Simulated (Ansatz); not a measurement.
# CHOSi− (SMILES OC#[Si-]): one structure at several levels

An exercise on one series of results from a longer session: the logs are not shown, and one member is left open.

Computed with Ansatz 0.2.0, Gaussian basis. Level: single points in def2-TZVPPD.

Correlated methods freeze the cores.

### Where the work starts

SMILES `OC#[Si-]`, 4 atoms, charge -1, spin multiplicity 1.

Atoms are counted from 1 here; the program's logs count them from 0.

Bond lengths: O1–C2 1.318 Å, O1–H4 0.964 Å, C2–Si3 1.587 Å. Angles: C2–O1–H4 107.6°, O1–C2–Si3 161.1°.

Geometry (Å):

```xyz
4

O    -0.75175    0.48819   -0.45260
C    -0.10755   -0.47780    0.17191
Si    1.04038   -1.27789    0.92144
H    -0.11301    1.18007   -0.65669
```

Set-up of the first run:

The input, run/in.yaml:

```yaml
crystal:
  periodic: [false, false, false]
  atoms:
    - {symbol: O, position_ang: [-0.751753, 0.488190, -0.452602]}
    - {symbol: C, position_ang: [-0.107554, -0.477796, 0.171914]}
    - {symbol: Si, position_ang: [1.040384, -1.277893, 0.921435]}
    - {symbol: H, position_ang: [-0.113011, 1.180068, -0.656687]}
basis:
  gaussian: {orbitals: "def2-TZVPPD.json"}
total_charge: -1
hamiltonian: {xc: pbe, dispersion: d4}
output: {forces: true}
```

The basis file named in the input lies beside it (Basis Set Exchange, JSON).

Run with:

```bash
ansatz run in.yaml --threads 2 --pin off --events-out ev --progress --plain --max-ram 3481MiB
```

Among the steps run: PBE-D4/def2-TZVPPD; r2SCAN-D4/def2-TZVPPD; PBE0-D4/def2-TZVPPD; wB97M-V/def2-TZVPPD; CCSD(T)/def2-TZVPPD.

One table of the session follows, with a row left open; its other results are not shown here.

| method | RMS force component (eV/Å) | angle to CCSD(T) forces (°) |
| --- | --- | --- |
| PBE-D4 | 1.395 | 10.7 |
| r2SCAN-D4 | 1.253 | 7.5 |
| PBE0-D4 | 1.164 | 8.1 |
| wB97M-V | ? | ? |
| CCSD(T) | 1.466 | reference |

Q: Estimate the row for wB97M-V from the others.

The run gave: RMS force component (eV/Å): 1.136; angle to CCSD(T) forces (°): 9.0. In the column «RMS force component (eV/Å)» it is the lowest.

To keep in mind: The anion's highest level is positive in at least one run, so there the basis alone may hold the extra electron.
